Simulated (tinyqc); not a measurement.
Inside a calculation. Method: RKS/PBE in the sto-6g basis, for H2O, spin multiplicity 1. One step of it, computed by the program tinyqc.

Task: Iteration 2: diagonalisation and new density. Diagonalise F' = X^T F X, C = X C', fill 5 alpha and 5 beta electrons from the bottom; D = 2 C_occ C_occ^T. Each column has its largest component positive (the first on a tie).

extrapolated F (hartree):
```
             1O 1s      1O 2s     1O 2px     1O 2py     1O 2pz      2H 1s      3H 1s
1O 1s   -18.512358  -4.541611   0.000000   0.000000  -0.014643  -1.042465  -1.042465
1O 2s    -4.541611  -1.788288   0.000000   0.000000  -0.130823  -0.704764  -0.704764
1O 2px    0.000000   0.000000  -0.018990   0.000000   0.000000   0.000000   0.000000
1O 2py    0.000000   0.000000   0.000000  -0.171863   0.000000  -0.238429   0.238429
1O 2pz   -0.014643  -0.130823   0.000000   0.000000  -0.106455  -0.193884  -0.193884
2H 1s    -1.042465  -0.704764   0.000000  -0.238429  -0.193884  -0.353520  -0.251660
3H 1s    -1.042465  -0.704764   0.000000   0.238429  -0.193884  -0.251660  -0.353520
```

X:
```
            1O 1s      1O 2s    1O 2px     1O 2py     1O 2pz      2H 1s      3H 1s
1O 1s    1.022802  -0.138112  0.000000   0.000000  -0.008225   0.019934   0.019934
1O 2s   -0.138112   1.236006  0.000000   0.000000   0.096009  -0.289722  -0.289722
1O 2px   0.000000   0.000000  1.000000   0.000000   0.000000   0.000000   0.000000
1O 2py   0.000000   0.000000  0.000000   1.118683   0.000000  -0.233199   0.233199
1O 2pz  -0.008225   0.096009  0.000000   0.000000   1.042846  -0.129697  -0.129697
2H 1s    0.019934  -0.289722  0.000000  -0.233199  -0.129697   1.196658  -0.074392
3H 1s    0.019934  -0.289722  0.000000   0.233199  -0.129697  -0.074392   1.196658
```

Give: F' = X^T F X; orbital energies; coefficients C; D after iteration 2.

Result:

F' = X^T F X (hartree):
```
          1        2        3        4        5        6        7
1  -18.1949  -2.3683   0.0000   0.0000  -0.0238  -0.1823  -0.1823
2   -2.3683  -0.8036   0.0000   0.0000  -0.0059  -0.3376  -0.3376
3    0.0000   0.0000  -0.0190   0.0000   0.0000   0.0000   0.0000
4    0.0000   0.0000   0.0000   0.0226   0.0000  -0.2899   0.2899
5   -0.0238  -0.0059   0.0000   0.0000  -0.0371  -0.1707  -0.1707
6   -0.1823  -0.3376   0.0000  -0.2899  -0.1707   0.0202  -0.0793
7   -0.1823  -0.3376   0.0000   0.2899  -0.1707  -0.0793   0.0202
```

orbital energies (hartree): MO1 -18.5172, MO2 -0.7835, MO3 -0.3508, MO4 -0.1291, MO5 -0.0190, MO6 0.3351, MO7 0.4729

coefficients C:
```
            MO1      MO2      MO3      MO4     MO5      MO6      MO7
1O 1s    0.9957  -0.2183   0.0000   0.1073  0.0000  -0.1247   0.0000
1O 2s    0.0205   0.8056   0.0000  -0.5636  0.0000   0.8700   0.0000
1O 2px   0.0000   0.0000   0.0000   0.0000  1.0000   0.0000   0.0000
1O 2py   0.0000   0.0000   0.6050   0.0000  0.0000   0.0000   0.9971
1O 2pz   0.0031   0.1658   0.0000   0.7870  0.0000   0.6954   0.0000
2H 1s   -0.0052   0.1769   0.4328   0.2699  0.0000  -0.7917  -0.8215
3H 1s   -0.0052   0.1769  -0.4328   0.2699  0.0000  -0.7917   0.8215
```

D after iteration 2:
```
          1O 1s    1O 2s  1O 2px   1O 2py   1O 2pz    2H 1s    3H 1s
1O 1s    2.1010  -0.4317  0.0000   0.0000   0.1026  -0.0297  -0.0297
1O 2s   -0.4317   1.9341  0.0000   0.0000  -0.6198  -0.0195  -0.0195
1O 2px   0.0000   0.0000  2.0000   0.0000   0.0000   0.0000   0.0000
1O 2py   0.0000   0.0000  0.0000   0.7321   0.0000   0.5237  -0.5237
1O 2pz   0.1026  -0.6198  0.0000   0.0000   1.2937   0.4835   0.4835
2H 1s   -0.0297  -0.0195  0.0000   0.5237   0.4835   0.5829  -0.1662
3H 1s   -0.0297  -0.0195  0.0000  -0.5237   0.4835  -0.1662   0.5829
```
